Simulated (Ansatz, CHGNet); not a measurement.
Elastic constant C12 (GPa) of solids drawn from the class of elemental solids other than molecular ones, at two levels: the machine-learned potential CHGNet-r²SCAN (trained on r²SCAN data), and PBE (Ansatz, a first-principles code, plane waves, PAW).

```csv
solid,CHGNet-r²SCAN,PBE,shift (%)
bcc Na,6.67,7.22,+8.2
hcp Co,225,169,-25
hcp Os,443,220,-50
fcc Pb,29.7,35.7,+20
hcp Mg,26.4,24.2,-8.3
fcc Sr,12.5,9.82,-21
α-phase Ga,30.7,26.3,-14.3
hcp Cd,79.6,38.4,-52
hcp Tl,22.7,24.4,+7.5
diamond,331,125,-62
```

The shifts run from -62 % to +20 %, with a median of -17.9 %.

Over all 10 rows PBE is the larger in 3.

Ansatz's runs of these crystals have no spin polarisation, but for hcp Co.

Density-functional runs with spin start from parallel moments for hcp Co.

Spin–orbit coupling is left out, also for the solids with elements from indium on (hcp Os, fcc Pb, hcp Tl); its size isn't shown.

Each level is taken at its own relaxed cell. Ansatz's density-functional and Hartree–Fock values are scalar-relativistic unless marked +SOC, with PAW data made under PBE.
